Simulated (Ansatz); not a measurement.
```yaml
crystal:
  periodic: [false, false, false]
  atoms:
    - {symbol: Ta, position_ang: [0.000000, 0.000000, -1.663703]}
    - {symbol: C, position_ang: [0.000000, 0.000000, 1.423393]}
    - {symbol: O, position_ang: [0.000000, 0.000000, 0.240309]}
basis:
  gaussian: {orbitals: def2-TZVP}
total_charge: 1
magnetization: {spin_polarized: true, initial_magnetization: 6}
hamiltonian: {xc: pbe0}
relax: {f_tol: 0.004, max_steps: 80}
```

```sh
$ ansatz run in.yaml --threads 1 --pin off --events-out ev --progress --plain --max-ram 2176MiB
```

Steps of the relaxation (energy above the last step; positions in Å, forces in eV/Å):

```
3
step 1, 121.9 meV
Ta    0.000    0.000   -1.664    0.000    0.000    0.573
C     0.000    0.000    1.423    0.000    0.000    3.700
O     0.000    0.000    0.240    0.000    0.000   -4.272
```

```
3
step 2, 26.7 meV
Ta    0.000    0.000   -1.662    0.000    0.000    0.501
C     0.000    0.000    1.440    0.000    0.000    1.366
O     0.000    0.000    0.222    0.000    0.000   -1.867
```

```
3
step 3, 5.0 meV
Ta    0.000    0.000   -1.639    0.000    0.000   -0.509
C     0.000    0.000    1.440    0.000    0.000    0.426
O     0.000    0.000    0.199    0.000    0.000    0.083
```

```
3
step 4, 0.1 meV
Ta    0.000    0.000   -1.652    0.000    0.000    0.051
C     0.000    0.000    1.449    0.000    0.000    0.002
O     0.000    0.000    0.203    0.000    0.000   -0.054
```

```
3
step 6, 0.0 meV
Ta    0.000    0.000   -1.651    0.000    0.000    0.000
C     0.000    0.000    1.448    0.000    0.000    0.000
O     0.000    0.000    0.203    0.000    0.000    0.000
```

Close pairs at the end: C2–O3 1.245 Å, Ta1–O3 1.853 Å, Ta1–C2 3.099 Å.

A stationary point of unrestricted PBE0 after 6 steps, with ⟨S²⟩ = 12.037 against 12.00 for a pure state; no frequencies were run, so it isn't proven a minimum. 76 s on 1 thread of Arm Neoverse N1, shared host.
